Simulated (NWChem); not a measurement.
System: CH3 cation

Input file for NWChem:

```
start job
memory heap 200 mb stack 900 mb global 1100 mb
charge 1
geometry units angstroms noautosym nocenter noautoz
  C      0.000000     0.000000     0.000000
  H      0.780694     0.780694     0.000000
  H      0.285754    -1.066448     0.000000
  H     -1.066448     0.285754     0.000000
end
basis spherical
  C library 6-31+g*
  H library 6-31+g*
end
dft
  xc pbe0
  iterations 150
end
property
  response 1 0.1139
end
task dft property
```

Geometry: optimised at PBE0/def2-SVP.

Field at 400 nm.

Problem. What results follow from this input? (PBE0/6-31+G* (spherical d).) Quantities: isotropic polarisability (bohr³); anisotropy (bohr³).

Solution. The isotropic polarisability (bohr³) comes out as 8.1. The anisotropy (bohr³) comes out as 5.2.
